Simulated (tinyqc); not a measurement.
Inside a calculation. Method: Pariser-Parr-Pople SCF with singles CI, for the molecule [CH2+]C=CC=CN (SMILES; centres numbered as the heavy atoms are written). One step of it, computed by the program tinyqc.

Question. PPP integrals. Mataga-Nishimoto: gamma = 14.399645/(R + a), a = 2 x 14.399645/(gamma_rr + gamma_ss); H_rr = -W_r - sum_(s != r) z_s gamma_rs; H_rs = beta for bonds.

Centres (angstrom, eV; a flat drawing with bonds scaled to 1.40 angstrom):
```
centre          x          y  core charge z          W   gamma_rr
1C      -3.045000  -0.196000              1   9.920000   9.460000
2C      -1.799000   0.442000              1   9.920000   9.460000
3C      -0.623000  -0.319000              1   9.920000   9.460000
4C       0.623000   0.319000              1   9.920000   9.460000
5C       1.799000  -0.442000              1   9.920000   9.460000
6N       3.045000   0.196000              2  22.070000  15.200000
```

Resonance integrals (eV):
```
i  j       beta
1  2  -2.480000
2  3  -2.480000
3  4  -2.480000
4  5  -2.480000
5  6  -2.190000
```

Give: repulsion gamma_rs; core matrix H.

Answer.

repulsion gamma_rs (eV), lower triangle:
```
        1C      2C      3C      4C      5C       6N
1C  9.4600
2C  4.9280  9.4600
3C  3.6480  4.9265  9.4600
4C  2.7553  3.6480  4.9280  9.4600
5C  2.2597  2.7548  3.6480  4.9265  9.4600
6N  1.9806  2.3927  2.9557  4.0077  5.6080  15.2000
```

core matrix H (eV), lower triangle:
```
          1C        2C        3C        4C        5C        6N
1C  -27.4721
2C   -2.4800  -30.9627
3C    0.0000   -2.4800  -32.9818
4C    0.0000    0.0000   -2.4800  -34.1932
5C    0.0000    0.0000    0.0000   -2.4800  -34.7249
6N    0.0000    0.0000    0.0000    0.0000   -2.1900  -39.0147
```
